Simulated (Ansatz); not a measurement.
in.yaml

```yaml
crystal:
  periodic: [false, false, false]
  atoms:
    - {symbol: Ge, position_ang: [-0.036016, 0.000000, 0.000000]}
    - {symbol: H, position_ang: [-0.547466, 1.446599, 0.000000]}
    - {symbol: H, position_ang: [-0.547466, -0.723300, 1.252791]}
    - {symbol: H, position_ang: [-0.547466, -0.723299, -1.252792]}
    - {symbol: H, position_ang: [1.678984, 0.000000, 0.000000]}
    - {symbol: H, position_ang: [2.558984, 0.000000, 0.000000]}
basis:
  gaussian: {orbitals: cc-pVDZ}
magnetization: {spin_polarized: false, initial_magnetization: 2}
correlation: {active_space: {window: {electrons: 3, orbitals: 8}}}
```

```sh
$ ansatz run in.yaml --threads 1 --pin off --events-out ev --progress --plain --max-ram 2393MiB
```

(1) How does this run end?

## Answers

(1) Refused. The input was made wrong on purpose (multiplicity of wrong parity), so the run isn't a sound calculation of what was asked.
```
Error: a molecule whose nuclei and cores have a total charge of 37 cannot have a net charge of 0 together with 2 unpaired electrons
```
